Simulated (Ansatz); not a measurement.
**H3C–Ga, H₃Ge–Ga: vertical ionisation energies**

Ansatz 0.2.0, basis cc-pVDZ; geometries are PBE0/def2-TZVP minima. Wave-function levels freeze the cores with the filled d shells of p-block atoms; HF, MP2 and coupled cluster are restricted for singlets and unrestricted otherwise, restricted open-shell where a d shell is frozen. The reference is CCSDT(Q) (coupled cluster only where its series has nearly closed). An error is the level's value less the reference. None of these values is a measured one. Energies are electronic, without zero-point terms. No spin–orbit coupling and no scalar relativity. The set is small: such energies can lie up to about 0.3 eV from the limit, spin gaps mostly less, so near ties and functionals' places can change in larger sets. The species are chosen: bound, without strong static correlation by their natural occupations or amplitudes, in their lowest spin state as far as vertical gaps and like structures tell, with only the lowest ion state computed, and with a ladder that closes on the reference, so errors are smaller than for species at large; levels whose determinant breaks symmetry or spin markedly are left out.

| species | bonds (Å) | quantity | symmetry of the states | reference | value (eV) | error HF | error MP2 | error CCSD | error CCSD(T) | error CCSDT |
| --- | --- | --- | --- | --- | --- | --- | --- | --- | --- | --- |
| H3C–Ga, singlet | C–Ga 2.035, C–H 1.097, angles at C 108/111° | vertical ionisation to the doublet | – | CCSDT(Q) | 7.688 | -0.665 | -0.147 | -0.006 | -0.001 | -0.001 |
| H3Ge–Ga, singlet | Ga–Ge 2.618, Ge–H 1.551, angles at Ge 105/114° | vertical ionisation to the doublet | – | CCSDT(Q) | 7.548 | -0.585 | -0.124 | -0.017 | -0.002 | -0.002 |

The reference falls from C to Ge, by 0.140 eV in all.
